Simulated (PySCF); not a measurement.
Simulated C 1s region for `COC1CC1` (cyclopropyl methyl ether), binding energy against the vacuum level.

Every computed line was given a Gaussian of 0.4 eV full width at half maximum and an area set by the number of equivalent atoms; the highest printed point is 100. Level of theory: delta-SCF UKS SCAN, pcX-2 on the ionised atom, pcseg-1 elsewhere, spin-free X2C in PySCF 2.14.0.

| binding energy (eV) | intensity |
| --- | --- |
| 290.1 | 1 |
| 290.2 | 4 |
| 290.3 | 16 |
| 290.4 | 42 |
| 290.5 | 77 |
| 290.6 | 100 |
| 290.7 | 92 |
| 290.8 | 59 |
| 290.9 | 27 |
| 291.0 | 9 |
| 291.1 | 2 |
| 291.2 | 0 |
| 291.3 | 0 |
| 291.4 | 0 |
| 291.5 | 1 |
| 291.6 | 5 |
| 291.7 | 16 |
| 291.8 | 38 |
| 291.9 | 68 |
| 292.0 | 90 |
| 292.1 | 90 |
| 292.2 | 67 |
| 292.3 | 37 |
| 292.4 | 15 |
| 292.5 | 4 |
| 292.6 | 1 |
| 292.7 | 0 |

Problem. How many maxima does the curve show, and how many computed lines lie under it?

Solution. The curve has 2 maxima (at 290.6 and 292.0 eV). Under it lie 3 lines from 3 inequivalent carbon sites. At this width some lines have no maximum of their own.

Problem. Decompose the envelope and assign each component. Numbering: `[CH3:1][O:2][CH:3]1[CH2:4][CH2:5]1`.

Solution. 
| position (eV) | relative area | line | atoms | environment |
| --- | --- | --- | --- | --- |
| 290.62 | 2 | C 1s | C4/C5 | three-membered-ring carbon |
| 291.98 | 1 | C 1s | C3 | sp3 carbon bound to oxygen |
| 292.12 | 1 | C 1s | C1 | methoxy carbon |

Lowest listed C 1s: C4/C5, bonded to 2 C and 2 H. Highest, 1.50 eV above it: C1, bonded to O and 3 H. Summing the Pauling electronegativity differences to the bonded atoms, each weighted by its formal bond order, gives -0.70 for the lowest site and -0.16 for the highest; the largest sum, +0.54, belongs to C3, 0.14 eV below the top.

The curve has no shake-up lines and no vibrational structure. Topologically equivalent atoms share the value of their first member; where this conformer doesn't relate them by symmetry, their own values could differ. The structure is a single PBE0-D3(BJ)/def2-SVP conformer in the gas phase; no vibrational or solvent corrections.

The values belong to the conformer `[CH3:1][O:2][CH:3]1[CH2:4][CH2:5]1`: C1–O2–C3–C4 -152°.
